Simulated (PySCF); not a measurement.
Al(F)3 anion (AlF₃), SMILES [F][Al]([F])[F] (connectivity only; charge and spin as stated), charge -1, multiplicity 2.

Coordinates come from a TPSSh-D3(BJ)/def2-SVPD optimisation. A frequency run showed that this geometry is not a minimum. The multiplicity is an assumed one; other spin states were not compared. The isomer is the one that the SMILES or the coordinates give; other isomers of the formula were not compared.

Computed with TPSSh-D3(BJ)/def2-SVPD (PySCF 2.14.0).

Frequencies are harmonic and unscaled.

Modes within 1.5 cm⁻¹ of each other (mostly degenerate sets) share a row, with their intensities summed.

Computed normal modes with their intensities:
| mode | ν (cm⁻¹) | IR (km/mol) | moving atoms (share of kinetic energy) |
|---|---|---|---|
| 1 | 495i | 656.3 | Al 68 %, F 32 % |
| 2–3 | 123 | 0.2 | F 85 %, Al 15 % |
| 4 | 502 | 0.0 | F 100 % |
| 5–6 | 771 | 245.5 | Al 53 %, F 47 % |
